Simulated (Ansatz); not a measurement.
hcp Be, treated with PBEsol (Ansatz, an electronic-structure program, PAW).

Run with plane-wave cutoff 500 eV, 24×16×1 k mesh (along the axes of the cell as run), Fermi–Dirac smearing 0.1 eV, scalar-relativistic PAW data made under PBE.

Question: Predict the surface energy of the (10-10) face and work function of the (10-10) face.

Answer: 
- surface energy of the (10-10) face: 3.56 J/m²
- work function of the (10-10) face: 4.87 eV

The slab of 14 atoms is relaxed and unreconstructed.

Computed values are for the static lattice.
